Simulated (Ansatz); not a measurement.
A nudged elastic band was laid between two geometries of CH5B + ClH (9 atoms, charge 0, multiplicity 1).

Computed with RKS PBE0-D4/6-31G* (Ansatz 0.2.0).

- movable images: 7
- climbing image: yes
- spring: 5.0 eV/Å²
- optimiser: quadratic models (default)
- start path: through a guess of the saddle point
- force threshold: 0.05 eV/Å
- iteration limit: 60
- end points: relaxed

Initial state:

```xyz
9
Properties=species:S:1:pos:R:3
B -0.228 0.234 0.134
H -0.423 0.504 1.291
H 0.905 0.273 -0.264
C -1.424 0.104 -0.865
H -2.350 -0.269 -0.418
H -1.636 1.136 -1.196
H -1.197 -0.465 -1.772
Cl 0.097 -2.382 0.839
H 0.911 -2.059 1.780
```

Final state:

```xyz
9
Properties=species:S:1:pos:R:3
B -0.007 -0.759 -0.631
H -0.046 0.444 2.447
H 1.036 -0.184 -0.753
C -1.380 -0.074 -0.883
H -2.252 -0.688 -0.642
H -1.436 0.873 -0.330
H -1.436 0.209 -1.946
Cl 0.112 -2.453 -0.175
H 0.064 -0.292 2.443
```

Problem. Which bonds break or form, and what moves?

Solution. Bonds broken: B1–H2, Cl8–H9. Bonds formed: B1–Cl8, H2–H9. CH5B + ClH becomes CH4BCl + H2.

Problem. What energy profile does the band end with?

Solution. It converged. The highest image is number 4 of 0 to 8, 34.1 kJ/mol above the first end and 127.8 kJ/mol above the last; the last end lies 93.6 kJ/mol below the first. A vibrational analysis at the climbing image gives one clearly imaginary mode, 720i cm⁻¹: a first-order saddle point. The orbitals stay closed-shell, which can raise the energy where a bond breaks towards radicals; this wasn't checked here.

```tsv
image	path coordinate (Å)	energy (kJ/mol)	B1–H2 (Å)	Cl8–H9 (Å)	B1–Cl8 (Å)
0	0.00	0.0	1.20	1.29	2.73
1	0.55	0.3	1.20	1.28	2.76
2	1.10	2.5	1.21	1.29	2.87
3	1.66	10.9	1.22	1.31	2.66
4	2.21	34.1	1.27	1.47	2.20
5	2.92	-43.2	1.64	2.14	1.85
6	3.63	-82.7	2.29	2.71	1.77
7	4.35	-92.6	2.87	3.23	1.76
8	5.06	-93.6	3.31	3.39	1.76
```

Problem. What is the geometry of the highest image?

Solution. 
```xyz
9
Properties=species:S:1:pos:R:3
B -0.044 -0.133 0.115
H -0.197 0.082 1.357
H 1.056 0.191 -0.212
C -1.356 0.017 -0.725
H -2.229 -0.464 -0.274
H -1.584 1.088 -0.825
H -1.228 -0.380 -1.738
Cl 0.252 -2.275 0.530
H -0.016 -1.050 1.300
```

Problem. What are the harmonic wavenumbers there?

Solution. 720i, 192, 225, 488, 605, 782, 854, 972, 1015, 1053, 1184, 1323, 1374, 1489, 1501, 1589, 2261, 2714, 3062, 3137, 3165 cm⁻¹.

The run took 2.7 min on 1 thread of Arm Neoverse V2, with other jobs on the host, peak memory 0.12 GiB.
